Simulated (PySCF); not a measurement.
Gas-phase reaction: 4 SiH2(NH2)2 ⇌ 6 NH2 + HSiNH2 + trisilylamine

Computed with PySCF and rigid-rotor harmonic-oscillator thermochemistry at 1 bar. † marks an energy on the PBE0/def2-TZVP geometry and frequencies; other levels use their own. CCSD(T) freezes the core. 6-31G* has spherical d functions here. Open shells (unrestricted): NH2 (multiplicity 2); the rest are closed-shell singlets. B3LYP is the form with VWN-RPA correlation. No R ln 2 is added for the mirror-image form of SiH2(NH2)2. SiH2(NH2)2, HSiNH2: computed as isolated molecules; such fragments, hydroxides, amides, oligomers or adducts are transient or little studied in the gas. CCSD(T) isn't extrapolated to the basis-set limit. The harmonic model lacks anharmonicity and excited electronic states, which grow with temperature; levels with a mode under 35 cm⁻¹ are left out. Internal rotation in SiH2(NH2)2, HSiNH2, trisilylamine is treated as a harmonic vibration of one conformer, which makes the entropy rough.

| level | ΔE electronic, kJ | ΔH°(298 K), kJ | ΔS°(298 K), J/K | ΔG°(1600 K), kJ |
|---|---|---|---|---|
| B3LYP/6-31G* | 1684 | 1587 | 631 | 602 |
| B3LYP/def2-TZVP† | 1746 | 1651 | 621 | 684 |
| CCSD(T)/def2-SVP† | 1663 | 1568 | 621 | 601 |
| HF/6-31G* | 1262 | 1164 | 620 | 193 |
| PBE/def2-TZVP† | 1813 | 1718 | 621 | 751 |
| PBE0/def2-TZVP | 1799 | 1704 | 621 | 737 |
ΔH° is lowest at HF/6-31G* and highest at PBE/def2-TZVP†. No reference value is set beside these.
